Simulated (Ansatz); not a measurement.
Reaction (SMILES): [C-]#[S+] (C-S) + 3 [H][H] (H2) → C (CH4) + S (H2S)
B3LYP-D3(BJ)/def2-TZVP geometries, fixed; electronic energies without zero-point terms.
Largest species:
```xyz
5

C      0.0000     0.0000     0.0000
H      0.6205     0.6269     0.6390
H     -0.6429    -0.6249     0.6185
H      0.6369    -0.6328    -0.6166
H     -0.6146     0.6308    -0.6409
```
Charge 0, spin multiplicity 1.

The energy of full hydrogenation at MP2 with Ansatz (an electronic-structure program), in kcal/mol, split into its Hartree-Fock and correlation parts. Cores are frozen. No added dispersion term, no relativity. Functions are those of the species that has most.

```
basis        X  functions  Hartree-Fock      MP2
-----------  -  ---------  ------------  -------
cc-pV(D+d)Z  2         37       -110.94  -100.67
cc-pV(T+d)Z  3         86       -109.37  -104.00
cc-pV(Q+d)Z  4        175       -109.10  -104.42
```

Worked estimate of the basis-set limit from each neighbouring pair, with Hartree-Fock from the larger set and the correlation part extrapolated as X^-3.
Correlation parts: X = 2: 10.27, X = 3: 5.37, X = 4: 4.68.
- (2,3): (27·(5.37) - 8·(10.27))/19 = 3.31; with Hartree-Fock -109.37 the estimate is -106.06 kcal/mol.
- (3,4): (64·(4.68) - 27·(5.37))/37 = 4.18; with Hartree-Fock -109.10 the estimate is -104.92 kcal/mol.
The last two estimates differ by 1.14 kcal/mol; the largest set lies 0.50 from the last. Over the last step Hartree-Fock moves by 0.27 and the correlation part by -0.69.
